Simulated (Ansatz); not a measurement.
System: dimethylsulfoxide, C₂H₆OS, net charge 0, singlet state. SMILES: CS(C)=O
Coordinates optimised at B3LYP-D3(BJ)/def2-TZVP (Ansatz, a quantum-chemistry and plane-wave program):
```
S
O 1 1.4886
C 1 1.8169 2 106.63
H 3 1.0885 1 106.64 2 -67.13
H 3 1.0900 4 109.97 1 -118.01
H 3 1.0903 4 109.95 5 -122.84
C 1 1.8169 2 106.63 3 102.02
H 7 1.0885 1 106.64 2 67.13
H 7 1.0900 8 109.97 1 118.01
H 7 1.0903 8 109.95 9 122.84
```

Quantity: enthalpy of formation at 298 K, in kcal/mol. Conventions: non-relativistic; no spin-orbit coupling; LANL2DZ with its own core potentials from Na on; 6-31G* and kin with 6d, 5d where marked; 6-311+G** with 5d, 6d on Na to Ar in Ansatz; valence correlation only; open shells spin-unrestricted. CBS marks a two-point X^-3 extrapolation of the correlation energy; Hartree-Fock from the larger set. The bracket is a focal-point correction in the basis named. First-principles rows: single points at B3LYP-D3(BJ) geometries (Ansatz), with unscaled harmonic terms from B3LYP/6-31G* at its own minima, enthalpies of formation by atomisation with measured atoms.

Measured values: G2/97 table in ASE (Curtiss et al.); they hold spin-orbit and core effects, anharmonicity. 

Value to compare with, the measured value: -36.2 kcal/mol.

```
level                                                          program  enthalpy of formation at 298 K (kcal/mol)  error
-------------------------------------------------------------  -------  -----------------------------------------  -----
HF/STO-3G                                                       Ansatz                                      180.1  216.3
HF/3-21G                                                        Ansatz                                      335.4  371.6
HF/LANL2DZ                                                      Ansatz                                      344.2  380.4
HF/6-31G*                                                       Ansatz                                      239.2  275.4
HF/6-311+G**                                                    Ansatz                                      241.8  278.0
RI-MP2/CBS(cc-pV(T+d)Z,cc-pV(Q+d)Z)+[CCSD(T)-MP2]/cc-pV(T+d)Z   Ansatz                                      -35.9    0.3
```

Among the 5 habitual levels, HF/LANL2DZ lies farthest from the measured value (380.4 kcal/mol) and HF/STO-3G nearest (216.3); 5 of 5 lie above it, and their mean absolute error is 304.3 kcal/mol, the median 278.0. One case shows no general order.

The sets are all those run for this method; runs whose electronic state is in doubt are left out.
